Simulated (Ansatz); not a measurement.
HOP, singlet: the ladder up to RCCSDTQ

Geometry: that of the HOP, triplet, kept fixed. The triplet lies 0.8 eV lower here.

| atom | x (Å) | y (Å) | z (Å) |
| --- | --- | --- | --- |
| O | 0.0000 | -0.1018 | 1.0417 |
| P | 0.0000 | 0.0286 | -0.5874 |
| H | 0.0000 | 0.7367 | 1.5146 |

Basis cc-pVDZ; Ansatz 0.2.0. Correlated methods freeze the noble-gas cores, which leaves 12 electrons in 31 orbitals. Prefix R: restricted or restricted open-shell reference; prefix U: unrestricted. Active spaces: valence = (12e, 9o) chosen from the atoms' valence shells.

Full CI isn't at hand for all of this; RCCSDTQ serves as the reference, and is uncertain by the last step of the cluster series or more. The frozen core follows each run's orbitals, which can shift R against U totals by a few meV.

The largest doubles amplitude grows up the series, to 0.30: the determinant mixes near-degenerate terms, and the last step may understate the doubt.

* UHF ⟨S²⟩: 1.007
* T1 diagnostic (RCCSD): 0.0210
* largest doubles amplitude (RCCSD): 0.144

| level | E − E(RCCSDTQ) (meV) | share of correlation (%) | wall time |
| --- | --- | --- | --- |
| RHF | 8742 | 0.00 | – |
| UHF† | 7658 | – | – |
| RMP2 | 954 | 89.08 | – |
| UMP2† | 483 | – | – |
| CISD | 1043 | 88.07 | 0.6 s |
| RCCSD | 326 | 96.27 | – |
| UCCSD*† | -176 | – | – |
| RCCSD(T) | 75 | 99.14 | 0.67 s |
| UCCSD(T)*† | -419 | – | 2.7 s |
| BCCD(T) | 72 | 99.17 | 0.72 s |
| RCCSDT | 37 | 99.58 | – |
| UCCSDT*† | -675 | – | – |
| RCCSDT(Q) | -2 | 100.02 | 3.5 s |
| UCCSDT(Q)*† | -782 | – | 21 s |
| UCCSDTQ*† | -763 | – | 2.1 min (H100) |
| CASSCF (valence space) | 5967 | 31.74 | – |
| NEVPT2 (valence space) | 1634 | 81.31 | 2.2 s |
| MRCISD (valence space) | 575 | 93.43 | – |
| MRCISD+Q (valence space) | 165 | 98.11 | 3.7 s |

An asterisk marks runs whose energy the program itself flagged as in doubt. A dagger marks rows that describe another state than the reference (another or a broken symmetry, a higher spin or other natural occupations), so the difference holds a gap between states beside the method's error.

The correlation energy at RCCSDTQ, counted from RHF, is -8.742 eV. That run took 12 s on 2 threads of AMD EPYC 7R13 with a shared H100 80 GB, shared host.

Times hold each run's SCF and search for its determinant on a shared host, so for small cases they say little of a method's own cost; rows without a card ran on 1 thread of AMD EPYC 7R13.

Unrestricted levels hold only the spin's projection, and here they fall towards a lower state of higher spin.

Natural occupations of CASSCF (valence space) about the gap: 1.999 1.998 1.976 1.974 1.967 0.034 0.028 0.025; effectively unpaired electrons, Σ n²(2−n)², 0.02.
